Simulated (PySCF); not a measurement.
Bonds: Si1-C2 1.909 Å, Si1-C6 1.909 Å. C2 carries H3, H4, H5; C6 carries H7, H8, H9.

Geometry: PBE0-D3(BJ)/def2-SVP; GIAO shifts from PySCF 2.14.0 with density-fitted response routines, gas phase, non-relativistic, averaged over equivalent atoms.

At PBE0/pcSseg-1 (88 basis functions, 4 s wall time on 1 thread of an Arm Neoverse V1, shared host):
| atoms | δ (ppm) |
| --- | --- |
| Si1 | 820.9 |
| C2/C6 | 40.0 |
| H3/H4/H5/H7/H8/H9 | 1.82 |

Scale: ²⁹Si (σ = 351.99 ppm) and ¹³C (σ = 184.41 ppm) and ¹H (σ = 31.27 ppm) vs TMS (reference shieldings calculated alike).

Q: Estimate the result of repeating the calculation with wB97X-D/pcSseg-1.

A: 
| atoms | δ at wB97X-D/pcSseg-1 | change |
| --- | --- | --- |
| Si1 | 831.8 | +10.9 |
| C2/C6 | 38.9 | -1.1 |
| H3/H4/H5/H7/H8/H9 | 1.78 | -0.04 |

References, each an isolated molecule treated in the same way: TMS for ²⁹Si (σ = 352.93 ppm) and ¹³C (σ = 184.54 ppm) and ¹H (σ = 31.38 ppm).

The largest change is at Si1 (silicon bonded to 2 C). Cost: 88 basis functions, 3.8 s wall time on 1 thread of an Arm Neoverse V1, shared host.

The averaged H atoms aren't alike in the static structure (σ from 28 to 30 ppm); the average presumes fast exchange among these sites.
